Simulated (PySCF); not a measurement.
# The first ionisation energy along group 13

Calculated with PySCF 2.14 from differences of total energies of unrestricted determinants, without spin-orbit coupling. Values in eV. The last column holds reference values (NIST; (s) semi-empirical, (t) theoretical, else measured). Unmarked ones compare directly (S terms, centres of terms, or small fine structure); those marked * lie between the lowest fine-structure levels and include a spin-orbit shift.

```tsv
element	configurations	UHF	MP2 (valence)	SCS-MP2 (valence)	CCSD (valence)	CCSD(T) (valence)	reference
B (cc-pVTZ-DK, spin-free X2C)	[He] 2s2 2p1 → [He] 2s2	8.035	8.258	8.227	8.170	8.206	8.297
Al (cc-pVTZ-DK, spin-free X2C)	[Ne] 3s2 3p1 → [Ne] 3s2	5.587	5.809	5.793	5.901	5.932	5.977
Ga (cc-pVTZ-DK, spin-free X2C)	[Ar] 3d10 4s2 4p1 → [Ar] 3d10 4s2	5.519	5.721	5.704	5.781	5.804	5.931
```

Task: Which of these methods has the smallest mean absolute error against the measured values here?

Result: CCSD(T) (valence), with 0.088 eV.

| method | elements | mean error (eV) | mean absolute error (eV) | largest error (eV) |
| --- | --- | --- | --- | --- |
| UHF | 3 | -0.354 | 0.354 | -0.412 |
| MP2 (valence) | 3 | -0.139 | 0.139 | -0.210 |
| SCS-MP2 (valence) | 3 | -0.160 | 0.160 | -0.227 |
| CCSD (valence) | 3 | -0.117 | 0.117 | -0.150 |
| CCSD(T) (valence) | 3 | -0.088 | 0.088 | -0.127 |

Errors include the incompleteness of the basis and the frozen core.

"Valence" correlates the outer s and p shells and, in groups 3 to 12 and the f block, the outer d or f shell, open or full, or the next shell where the ion has no valence electron left; the wider scheme adds the next inner shell.
